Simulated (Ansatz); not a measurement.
**[Cl···H···NH], triplet along the distance Cl1-H2**

Starting geometry:

```yaml
atoms:
  - { symbol: Cl, position_ang: [-0.8041, 0.0197, 0.0000] }
  - { symbol: H, position_ang: [0.4747, 0.0197, 0.0000] }
  - { symbol: N, position_ang: [1.8489, 0.0197, 0.0000] }
  - { symbol: H, position_ang: [2.1179, -0.9846, 0.0000] }
```

From there H2 is moved from one fragment to the other while all else, the fragments' distance too, stays fixed; atoms are numbered as listed. Energies are in eV, counted from the starting geometry at the same level. Kohn–Sham curves are unrestricted where that lies lower.

Basis cc-pVDZ; Ansatz 0.2.0. Correlated methods freeze the noble-gas cores. R marks a restricted (for open shells ROHF) determinant, U an unrestricted one.

Full CI isn't at hand for all of this; UCCSDT(Q) serves as the reference, and is uncertain by about the last step of the cluster series.

```
distance Cl1-H2 (Å)     PBE
              1.189   0.363
              1.279   0.000
              1.327  -0.104
              1.374  -0.169
              1.422  -0.211
              1.470  -0.233
              1.518  -0.235
              1.565  -0.209
              1.613  -0.135
```

Question: Estimate the UCCSDT(Q) curve in cc-pVDZ from this one, knowing how PBE errs.

Answer: The computed UCCSDT(Q) values, in eV from the starting point, and the error of PBE against them:
```json
{"distance Cl1-H2 (Å)": "1.189", "UCCSDT(Q)": "0.213", "PBE less UCCSDT(Q)": "0.149"}
{"distance Cl1-H2 (Å)": "1.279", "UCCSDT(Q)": "0.000", "PBE less UCCSDT(Q)": "0.000"}
{"distance Cl1-H2 (Å)": "1.327", "UCCSDT(Q)": "-0.018", "PBE less UCCSDT(Q)": "-0.086"}
{"distance Cl1-H2 (Å)": "1.374", "UCCSDT(Q)": "-0.001", "PBE less UCCSDT(Q)": "-0.168"}
{"distance Cl1-H2 (Å)": "1.422", "UCCSDT(Q)": "0.033", "PBE less UCCSDT(Q)": "-0.243"}
{"distance Cl1-H2 (Å)": "1.470", "UCCSDT(Q)": "0.071", "PBE less UCCSDT(Q)": "-0.305"}
{"distance Cl1-H2 (Å)": "1.518", "UCCSDT(Q)": "0.110", "PBE less UCCSDT(Q)": "-0.346"}
{"distance Cl1-H2 (Å)": "1.565", "UCCSDT(Q)": "0.155", "PBE less UCCSDT(Q)": "-0.363"}
{"distance Cl1-H2 (Å)": "1.613", "UCCSDT(Q)": "0.222", "PBE less UCCSDT(Q)": "-0.358"}
```

The error spans 0.513 eV and is largest, -0.363 eV, at 1.565 Å.

In so small a basis the reference is far from its limit while semilocal and hybrid functionals are nearer theirs, so the functionals' errors here hold much of the reference's basis and frozen-core error, which can add to them or hide them.
